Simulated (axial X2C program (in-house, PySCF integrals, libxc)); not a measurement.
# Levels of NO by electron attachment to NO⁺ (EOM-EA-CCSD)

Calculated with an in-house all-electron X2C program for linear molecules (integrals from PySCF): two-component X2C with atomic mean-field Coulomb and Gaunt terms, Gaussian nuclei, basis O dyall-av3z, N dyall-av3z with contracted cores.

R = 1.141 Å (near the PBE0 minimum at charge 0 of the determinant lowest at the starting distance; the state shown can have its own minimum elsewhere).

Levels of NO obtained by attaching an electron to NO⁺:

```
  Ω  binding energy (eV)  above lowest (cm⁻¹)               attached spinor  one-particle weight
1/2                9.379                    0  49% N pπ, 25% O pπ, 11% O dπ                 0.95
3/2                9.365                  120  48% N pπ, 25% O pπ, 11% O dπ                 0.95
1/2                3.562                46924            68% N sσ, 22% O sσ                 0.99
1/2                2.551                55071            66% N pπ, 33% O pπ                 0.99
3/2                2.551                55075            66% N pπ, 33% O pπ                 0.99
1/2                2.541                55155            66% N pσ, 25% O pσ                 0.99
1/2                1.021                67418   63% O pσ, 23% N pσ, 9% N dσ                 1.00
```

Q: What is the splitting of the first π pair in the table, and is it regular or inverted?

A: E(3/2) − E(1/2) = 120 − 0 = 120 cm⁻¹ at EOM-EA-CCSD: regular, Ω = 1/2 lower. Splittings at this level can be off by ten to twenty per cent.

This point took 15 s on 1 thread of Arm Neoverse N1, with other jobs on the host.

Reference electrons by ω block (each with its −ω partner): 1/2: 6, 3/2: 1. 10 electrons of NO⁺ correlated (inner shells frozen), 92 natural virtual spinors (a truncated set); levels can be off by some tenths of an eV. Roots sought by Ω: (1/2: 5, 3/2: 4, 5/2: 2, 7/2: 1); rows need 60 % one-particle weight and stop where some Ω has no more roots. Missing are any skipped roots, higher Ω and states of a further excitation; these come out far too high here and may in truth be low or lowest. T1 of the reference 0.022 (Lee–Taylor). The reference was not checked to be the lowest state of its species. Number of frozen shells: O 1 s; N 1 s.
